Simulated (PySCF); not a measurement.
# LiAl: basis, grid and Hamiltonian

Aim: see how much the energy and properties of LiAl depend on the numerical set-up.

Program: PySCF 2.14.0. Level of theory: each script names its method and basis. These are calculated values, not measurements.

1 further run of the same task is left out (it didn't finish).

**1. Starting geometry**

LiAl: 2 atoms, charge 0, spin multiplicity 1.

Bond lengths: Li1–Al2 2.480 Å.

**2. The run that the others are compared with**

input.py

```python
from pyscf import gto, dft

mol = gto.M(
    atom='Li 0 0 0; Al 0 0 2.48',
    basis='def2-svpd',
    charge=0,
    spin=0,
    verbose=4,
)
mf = dft.RKS(mol, xc='b3lyp5')
mf.kernel()
mf.stability(internal=True, external=True)
mf.dip_moment()
print('orbital energies (hartree):', mf.mo_energy[..., max(0, mol.nelec[1]-3):mol.nelec[0]+3].round(4))
```

Command:

```console
> python input.py
```

Its log is not repeated here.

In short: E(SCF) = -249.752938 Eh, 7 cycles, μ = 3.25 D, internal stable; real -> complex stable; RHF/RKS -> UHF/UKS unstable.

The bond length is a typed value, not an optimised one.

**3. 3-21g**

Edit 1 changes basis set: def2-svpd → 3-21g.

input.py

```python
from pyscf import gto, dft

mol = gto.M(
    atom='Li 0 0 0; Al 0 0 2.48',
    basis='3-21g',
    charge=0,
    spin=0,
    verbose=4,
)
mf = dft.RKS(mol, xc='b3lyp5')
mf.kernel()
mf.stability(internal=True, external=True)
mf.dip_moment()
print('orbital energies (hartree):', mf.mo_energy[..., max(0, mol.nelec[1]-3):mol.nelec[0]+3].round(4))
```

Command:

```console
> python input.py
```

**4. Cartesian functions on**

Edit 2 changes Cartesian functions: off → on.

Changes to input.py since step 2:

```diff
@@ -7,2 +7,3 @@
     spin=0,
+    cart=True,
     verbose=4,
```

**5. Minao**

Edit 3 changes basis set: def2-svpd → minao.

Changes to input.py since step 2:

```diff
@@ -4,3 +4,3 @@
     atom='Li 0 0 0; Al 0 0 2.48',
-    basis='def2-svpd',
+    basis='minao',
     charge=0,
```

**6. Integration grid 6**

Edit 4 changes integration grid: default → 6.

Changes to input.py since step 2:

```diff
@@ -10,2 +10,3 @@
 mf = dft.RKS(mol, xc='b3lyp5')
+mf.grids.level = 6
 mf.kernel()
```

**7. Aug-cc-pvdz**

Edit 5 changes basis set: def2-svpd → aug-cc-pvdz.

Changes to input.py since step 2:

```diff
@@ -4,3 +4,3 @@
     atom='Li 0 0 0; Al 0 0 2.48',
-    basis='def2-svpd',
+    basis='aug-cc-pvdz',
     charge=0,
```

What does the calculation give? Wanted: for each run, E(SCF); from base; gap; SCF dipole; after the SCF.

As calculated:

```tsv
run	E(SCF) (hartree)	from base (eV)	cycles	gap (eV)	SCF dipole (D)	functions	after the SCF
base	-249.752938	0	7	1.43	3.25	36	unstable: RHF/RKS -> UHF/UKS
3-21g	-248.449098	+35.4793	7	1.40	2.65	22	unstable: RHF/RKS -> UHF/UKS
Cartesian functions on	-249.758621	-0.1547	8	1.43	3.26	38	unstable: RHF/RKS -> UHF/UKS
minao	-249.832926	-2.1766	5	1.64	2.79	11	unstable: RHF/RKS -> UHF/UKS
integration grid 6	-249.752934	+0.0001	7	1.43	3.25	36	unstable: RHF/RKS -> UHF/UKS
aug-cc-pvdz	-249.840173	-2.3738	7	1.46	3.08	50	unstable: RHF/RKS -> UHF/UKS
```

In words: The largest comparable shift of the SCF energy, +35.479 eV, comes with the run “3-21g”. 3-21g (22 functions) gives an energy 35.48 eV higher than def2-svpd (36). minao (11 functions) gives an energy 2.18 eV lower than def2-svpd (36); size alone doesn't order basis sets of different families. aug-cc-pvdz (50 functions) gives an energy 2.37 eV lower than def2-svpd (36).
